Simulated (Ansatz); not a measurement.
Input file:

```yaml
crystal:
  periodic: [false, false, false]
  atoms:
    - {symbol: Br, position_ang: [0.000000, 0.000000, 1.748400]}
    - {symbol: Be, position_ang: [0.000000, 0.000000, -0.208800]}
    - {symbol: H, position_ang: [0.000000, 0.000000, -1.539600]}
basis:
  gaussian: {orbitals: cc-pVDZ}
magnetization: {spin_polarized: true, initial_magnetization: 2}
hamiltonian: {pseudopotentials: {relativity: scalar}}
correlation: {method: ccsd, electrons: outside_noble_gas, diis_vectors: 1}
output: {forces: true}
```

```sh
$ ansatz run in.yaml --threads 1 --pin off --events-out ev --progress --plain --max-ram 2393MiB
```

The program prints:

```
489 factors; integrals over basis functions are off by at most 7.8e-4 eV
mean field evaluation 1: about -71076.2594 eV, gradient 9.1e0 eV
mean field evaluation 2: about -71076.3227 eV, gradient 9.2e0 eV
mean field evaluation 4: about -71077.2720 eV, gradient 1.1e0 eV
mean field evaluation 8: about -71077.3047 eV, gradient 5.9e-2 eV
mean field evaluation 16: about -71078.1648 eV, gradient 6.0e0 eV
mean field evaluation 32: about -71077.3032 eV, gradient 2.0e-1 eV
mean field evaluation 64: about -71078.6119 eV, gradient 1.8e-1 eV
mean field evaluation 96: about -71078.6281 eV, gradient 2.7e-5 eV
mean field evaluation 128: about -71078.6069 eV, gradient 2.1e-6 eV
mean field evaluation 160: about -71078.3257 eV, gradient 1.1e-6 eV
...
mean field evaluation 768: about -71078.3318 eV, gradient 1.5e-1 eV
mean field evaluation 800: about -71077.7447 eV, gradient 2.7e0 eV
mean field evaluation 832: about -71077.1703 eV, gradient 3.0e0 eV
mean field evaluation 864: about -71076.4104 eV, gradient 3.6e-1 eV
mean field evaluation 896: about -71078.1738 eV, gradient 4.3e-1 eV
mean field -71078.62809351 eV, -2612.0914036121 hartree, gradient 1.7e-6 eV, S^2 2.006851; 17 other end points of the search recorded, 0 dependent functions left out
determinant -71078.62809351 eV, -2612.0914036121 hartree, with singles and doubles -71082.79813402 eV, -2612.2446497743 hartree
determinant -71078.60685483 eV, -2612.0906231047 hartree, with singles and doubles -71082.95668555 eV, -2612.2504764354 hartree
determinant -71078.32574013 eV, -2612.0802923300 hartree, with singles and doubles -71082.68513501 eV, -2612.2404971370 hartree
determinant -71077.30486589 eV, -2612.0427758937 hartree, with singles and doubles -71081.86122689 eV, -2612.2102190722 hartree
determinant -71077.03039120 eV, -2612.0326891352 hartree, with singles and doubles -71081.39623432 eV, -2612.1931309103 hartree
determinant -71076.40464639 eV, -2612.0096934375 hartree, with singles and doubles -71081.14489473 eV, -2612.1838943508 hartree
determinant -71078.62809351 eV, -2612.0914036121 hartree, with singles and doubles -71082.80387270 eV, -2612.2448606669 hartree
determinant -71078.60685483 eV, -2612.0906231047 hartree, with singles and doubles -71082.95932428 eV, -2612.2505734071 hartree
determinant -71078.32574013 eV, -2612.0802923300 hartree, with singles and doubles -71082.68648285 eV, -2612.2405466694 hartree
15 core orbitals not correlated: weight in the atoms' cores, before any rotation towards them, 1.000 or more for the frozen orbitals, at most 0.000 for the correlated occupied ones
reference -71078.60685482 eV, -2612.0906231046 hartree; 6, 4 occupied and 25, 27 virtual orbitals, 489 factors
second order -3.61808558 eV of doubles, -0.00000000 eV of singles
cycle   1  -4.35246947 eV  change   -1.5e-8 eV  update   2.4e-6
cycle   2  -4.35246928 eV  change    2.0e-7 eV  update   1.7e-6
cycle   3  -4.35246879 eV  change    4.8e-7 eV  update   6.9e-7
cycle   4  -4.35246847 eV  change    3.3e-7 eV  update   3.3e-7
cycle   5  -4.35246836 eV  change    1.1e-7 eV  update   1.7e-7
the calculation of the forces begins
Total energy: -71082.95932318 eV, -2612.2505733665 hartree
Relativity: scalar
Atom 0 at     0.000000     0.000000     1.748400 Å, force     0.000000    -0.000000     3.145111 eV/Å
Atom 1 at     0.000000     0.000000    -0.208800 Å, force    -0.000000    -0.000000    -3.026937 eV/Å
Atom 2 at     0.000000     0.000000    -1.539600 Å, force     0.000000     0.000000    -0.118174 eV/Å
Dipole moment:     0.000000    -0.000000     1.180936 e Å
```

Forces (eV/Å):
```
Br   0.000  0.000  3.145
Be   0.000  0.000 -3.027
H    0.000  0.000 -0.118
```

Ran on 1 thread of Arm Neoverse V2, shared host: 15 s wall, 0.18 GiB peak host memory.
